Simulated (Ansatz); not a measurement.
## [OH···H···OH], doublet: transfer scan

Starting geometry:

```yaml
atoms:
  - { symbol: O, position_ang: [-1.2432, 0.0004, 0.0000] }
  - { symbol: H, position_ang: [-1.4925, 0.9270, 0.0000] }
  - { symbol: H, position_ang: [-0.2836, 0.0004, 0.0000] }
  - { symbol: O, position_ang: [1.2598, 0.0004, 0.0000] }
  - { symbol: H, position_ang: [1.5117, -0.9396, 0.0000] }
```

From there H3 is moved from one fragment to the other while all else, the fragments' distance too, stays fixed, so the hump isn't the reaction's barrier; atoms are numbered as listed. Energies are in eV, counted from the starting geometry at the same level.

Basis cc-pVDZ; Ansatz 0.2.0. Only valence electrons are correlated (noble-gas cores frozen). Prefix R: restricted or restricted open-shell reference; prefix U: unrestricted.

Coupled cluster chose its determinant by trial CCSD, here up to 0.26 eV above the lowest Hartree–Fock solution of its kind. The reference follows the lowest state, whose symmetry changes along the scan.

Full CI isn't at hand for all of this; UCCSDT(Q) serves as the reference, and is uncertain by about the last step of the cluster series. The frozen core follows each run's orbitals, which can shift R against U totals by a few meV.

```
distance O1-H3 (Å)  RCCSD
             0.892  0.120
             0.960  0.000
             1.039  0.175
             1.118  0.510
             1.197  0.774
             1.276  0.835
             1.355  0.628
             1.434  0.310
             1.513  0.048
```

Estimate the UCCSDT(Q) curve in cc-pVDZ from this one, knowing how RCCSD errs.

The computed UCCSDT(Q) values, in eV from the starting point, and the error of RCCSD against them:
| distance O1-H3 (Å) | UCCSDT(Q) | RCCSD less UCCSDT(Q) |
| --- | --- | --- |
| 0.892 | 0.128 | -0.008 |
| 0.960 | 0.000 | 0.000 |
| 1.039 | 0.163 | 0.012 |
| 1.118 | 0.456 | 0.053 |
| 1.197 | 0.680 | 0.094 |
| 1.276 | 0.725 | 0.110 |
| 1.355 | 0.560 | 0.068 |
| 1.434 | 0.292 | 0.018 |
| 1.513 | 0.044 | 0.004 |

The error spans 0.119 eV and is largest, 0.110 eV, at 1.276 Å.
